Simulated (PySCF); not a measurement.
From one molecule to another.

First species: propargyl chloride, C3H3Cl.
Atom-mapped SMILES: `[CH:1]#[C:2][CH2:3][Cl:4]` (hydrogens: H5 on C1; H6, H7 on C3)

Second species: B(AsH3)H3.
SMILES: `[H]B([H])([H])<-[AsH3]`

Levels: wB97X-D/def2-SVPD for dipole moment, HOMO energy, LUMO energy, HOMO–LUMO gap, static isotropic polarisability and electronic spatial extent ⟨r²⟩ about the centre of nuclear charge; TDDFT wB97X-D/def2-SVPD for lowest singlet excitation; TDA wB97X-D/def2-SVPD for lowest triplet excitation (Tamm–Dancoff); PBE0-D3(BJ)/def2-SVP for rotational constant A and rotational constant C. Geometries: PBE0-D3(BJ)/def2-SVP. All species are isolated and taken at one optimised geometry, non-relativistic unless stated; the electronic structure was computed with PySCF and density fitting.

Values for the first species:

| Quantity | Value |
| --- | --- |
| Dipole moment | 1.81 D |
| HOMO energy | -10.09 eV |
| LUMO energy | 1.24 eV |
| HOMO–LUMO gap | 11.33 eV |
| Lowest singlet excitation | 5.96 eV |
| Lowest triplet excitation (Tamm–Dancoff) | 5.16 eV |
| Static isotropic polarisability | 49.6 au |
| Electronic spatial extent ⟨r²⟩ about the centre of nuclear charge | 424 bohr² |
| Rotational constant A | 24.707 GHz |
| Rotational constant C | 2.755 GHz |

Problem. Estimate the same properties for the second species, and the change in each.

Solution. 
```csv
property,first,second,second less first
dipole moment,1.81 D,3.99 D,+2.18 D
HOMO energy,-10.09 eV,-10.51 eV,-0.42 eV
LUMO energy,1.24 eV,1.51 eV,+0.27 eV
HOMO–LUMO gap,11.33 eV,12.02 eV,+0.69 eV
lowest singlet excitation,5.96 eV,7.79 eV,+1.83 eV
lowest triplet excitation (Tamm–Dancoff),5.16 eV,7.27 eV,+2.11 eV
static isotropic polarisability,49.6 au,52.8 au,+3.2 au
electronic spatial extent ⟨r²⟩ about the centre of nuclear charge,424 bohr²,221 bohr²,-203 bohr²
rotational constant A,24.707 GHz,52.774 GHz,+28.067 GHz
rotational constant C,2.755 GHz,8.336 GHz,+5.581 GHz
```

On the first: No computed singlet falls in the visible range (750 to 380 nm, 1.65 to 3.26 eV); S1 lies 2.70 eV above its blue end. The principal polarisabilities are 37.4, 43.3 and 68.1 au; their mean is the isotropic value.

On the second: S1 lies 4.23 eV below the HOMO–LUMO gap; its leading configuration is HOMO−2→LUMO, weight 0.84. In wavenumbers S1 is 62800 cm⁻¹ (1 eV = 8065.54 cm⁻¹). Relativistic effects, spin–orbit coupling among them, are left out although an element past zinc is present.
